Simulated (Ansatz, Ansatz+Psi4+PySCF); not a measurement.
```xyz
8

C    -0.0067   -0.0024    0.7692
C    -0.0040    0.0054   -0.7696
H    -0.0021    1.0269    1.1630
H    -0.8799   -0.5088    1.1476
H     0.8913   -0.5135    1.1593
H    -0.0053   -1.0261   -1.1618
H    -0.8887    0.5017   -1.1570
H     0.8762    0.5172   -1.1559
```

Basis set: cc-pVTZ (spherical functions). Frozen core: 2 orbitals. Charge 0, multiplicity 1.

Computed with Ansatz (development build ahead of 0.2.0); each method stands on the lowest determinant of its kind that the runs found. Restricted open shells among the atoms or ions are ROHF, correlated in semicanonical orbitals with singles.

The atomization energy at this shape (free ground-state atoms in the same class of orbitals less the molecule, no zero-point energy) of singlet C2H6:

| method | atomization energy |
| --- | --- |
| RHF | 2328.4 kJ/mol |

(1) What does RHF-MP2 give?

## Answers

(1) 2924.0 kJ/mol.
